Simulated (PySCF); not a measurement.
Molecule: SMILES C[PH](C)=O, C$_{2}$H$_{7}$OP.

Atom-mapped SMILES (the numbers label the heavy atoms): `[CH3:1][PH:2]([CH3:3])=[O:4]`; H(Xn) means a hydrogen on atom n.

Geometry PBE0-D3(BJ)/def2-SVP throughout; GIAO in PySCF 2.14.0 with density-fitted response routines, gas phase, one conformer, non-relativistic; equivalent atoms averaged; functional PBE0.

**Question.** How do the absolute shieldings σ depend on the basis set? (ppm; last column core-seconds on 1 thread of an Arm Neoverse V1, shared host)

**Answer.** 
| basis set | functions | C1/C3 | P2 | O4 | H(P2) | H(C1)/H(C3) | core-s |
| --- | --- | --- | --- | --- | --- | --- | --- |
| STO-3G | 31 | 223.7 | 665.6 | 309.6 | 29.19 | 31.81 | 2.3 |
| 6-31G | 54 | 182.2 | 428.0 | 261.4 | 26.02 | 31.50 | 4.3 |
| 6-31G* | 74 | 177.4 | 382.5 | 252.1 | 24.79 | 30.97 | 5.4 |
| def2-SVP | 95 | 176.3 | 399.1 | 246.4 | 24.14 | 30.26 | 6.8 |
| 6-311+G(2d,p) | 158 | 167.7 | 312.0 | 238.8 | 23.92 | 30.25 | 14 |
| def2-TZVP | 172 | 168.3 | 292.2 | 233.9 | 23.88 | 30.23 | 18 |

**Question.** Which nucleus moves most, in ppm?

**Answer.** P2 (phosphorus bonded to 2 C, O, H): from 292.2 ppm with def2-TZVP to 665.6 ppm with STO-3G. The smallest spread is 1.58 ppm, at H(C1)/H(C3). Proton shifts span only some 12 ppm, so a few tenths of a ppm matter as much there as several ppm in carbon.

**Question.** Taking the largest basis, def2-TZVP (172 functions), as the yardstick, rank the others by their worst heavy-atom deviation.

**Answer.** 6-311+G(2d,p) 19.8 ppm (158 functions), 6-31G* 90.3 ppm (74 functions), def2-SVP 106.9 ppm (95 functions), 6-31G 135.8 ppm (54 functions), STO-3G 373.4 ppm (31 functions).

A small basis that lands close on one nucleus may do so by chance; judge by the trend and by all nuclei.
